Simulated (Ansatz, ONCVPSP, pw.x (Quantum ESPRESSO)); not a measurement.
Equation-of-state test of one ONCV potential (tungsten)

ONCVPSP 4.0.1.1 (patched build) input, shortened (lines: element, Z, core and valence counts, functional; n l f; lmax; l rc ep ncon nbas qcut; lloc lpopt rc5 dvloc0; l nproj debl; icmod fcfact rcfact), LDA (Perdew-Wang 92), scalar-relativistic:

```
  W 74.00   10    4  -001012      upf
    1    0    2.00
    2    0    2.00
    2    1    6.00
    3    0    2.00
    3    1    6.00
    3    2   10.00
    4    0    2.00
    4    1    6.00
    4    2   10.00
    4    3   14.00
    5    0    2.00
    5    1    6.00
    5    2    4.00
    6    0    2.00
    2
    0    1.95    0.00    4    8    6.40
    1    1.50    0.00    4    9    7.70
    2    1.85    0.00    5    9    5.40
    4    4    1.08    0.00
    0    2    2.90
    1    1    2.80
    2    1    0.30
    3    4.25    1.05
```

Atomic tests: cutoffs needed: 23 Ha and 28 Ha (the cutoffs (Ha) at which the residual kinetic energy of the hardest occupied pseudo-wave falls to 1 and 0.1 mHa per electron); ghost test: no bound ghost flagged; GHOST(+) flagged for s at 115.8 eV; largest excitation error: +122 meV (all-electron minus pseudo) for 5s2 5p6 5d4 6s0 6p2, out of 4 test configurations.

Crystal test: fcc W in pw.x 7.5, no spin, 14³ k-points, Fermi–Dirac smearing 0.01 Ry, cutoffs 65/260 Ry. The reference is all-electron LAPW (Ansatz 0.2.0) with the same functional, mesh and smearing; V0 and B0 come from Birch–Murnaghan fits to the pressures at five volumes. Errors are pseudo minus all-electron; Δ is the rms difference of the E(V) curves that follow from these fits, minima aligned, over ±6 % about the mean V0. Mesh and smearing are coarse, so the numbers serve the comparison and aren't converged zero-temperature values; the lattice is a test structure that the element need not adopt.

| V (Å³/atom) | P all-electron (GPa) | P pseudo (GPa) |
| --- | --- | --- |
| 14.903 | 17.87 | 10.12 |
| 15.295 | 8.51 | 1.36 |
| 15.687 | 0.24 | -6.38 |
| 16.079 | -7.07 | -13.20 |
| 16.471 | -13.52 | -19.22 |

All-electron: a0 = 3.975 Å (V0 = 15.70 Å³/atom), B0 = 309.7 GPa.

Pseudopotential: mean pressure error (GPa): -6.67; a0 (Å): 3.946; a0 error (%): -0.73; B0 error (%): +1.9; Δ (meV/atom): 23.2. This is a poor potential for the solid.

Question: At the middle volume, how do free energy and pressure move when the wave cutoff is lowered (ecutrho kept at four times it)?

Answer:

| cutoff (Ry) | shift of F (meV/atom) | shift of P (GPa) |
| --- | --- | --- |
| 29 | +1786.3 | -25.31 |
| 39 | +609.6 | -23.11 |
| 52 | +44.6 | -4.24 |

The run at the middle volume (104 k-points, 6 iterations) took about 28 s on one core of a shared host (Neoverse-N1, 64 threads, 124 GiB, load 57).
